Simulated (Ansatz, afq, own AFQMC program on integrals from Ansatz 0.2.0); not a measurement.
## GeH⁺, singlet in cc-pVTZ, levels against CCSDT(Q)

```xyz
2

Ge    0.0000    0.0000    0.0000
H     0.0000    0.0000    1.4470
```

Basis cc-pVTZ. Only valence electrons are correlated. Integrals, coupled cluster, full CI and functionals: Ansatz 0.2.0; the random walks run on the same integrals in our own AFQMC program. The CISD trial takes its coefficients from CCSD amplitudes. Released means that phaseless walkers are propagated on without the constraint, phases kept. ± is one standard error of the sampling. No spin–orbit coupling.

Determinant: RHF, the one that the program's search chose, which needn't be the lowest solution. The geometry is a point of a scan.

No full CI on the walks' own integrals is used here; CCSDT(Q) serves as the reference and is uncertain by about the last step of the cluster series.

Cautions: no relativity below Rb; no spin-orbit coupling; inner d shell frozen.

The T1 diagnostic is 0.0095. The weight of the determinant in the CISD state is 0.934 and the size of the correlated space is 4 electrons in 43 orbitals.

Reference: CCSDT(Q), correlation energy -2.326 eV. The released energy is read at 1.50 1/Eh (meV from the phaseless value at times in 1/Eh: 4 ± 4 at 0.24, 3 ± 4 at 0.50, 4 ± 3 at 1.00, -1 ± 4 at 1.50).

| level | E − E(reference) (kJ/mol) | share of correlation (%) |
| --- | --- | --- |
| HF | 224.4 | 0.00 |
| MP2 | 54.9 | 75.56 |
| CCSD | 4.1 | 98.18 |
| CCSD(T) | 0.8 | 99.63 |
| CCSDT | 0.1 | 99.96 |
| ph-AFQMC/CISD | -0.1 ± 0.4 | 100.04 |
| released AFQMC | -0.2 ± 0.3 | 100.08 |

A walk keeps the symmetry of its determinant, which the program's search chose and which needn't be the lowest solution, so a lower state of the same spin and another symmetry isn't excluded. Released energies are given only where the last usable release times agree within the noise; a slower fall can still hide under it.
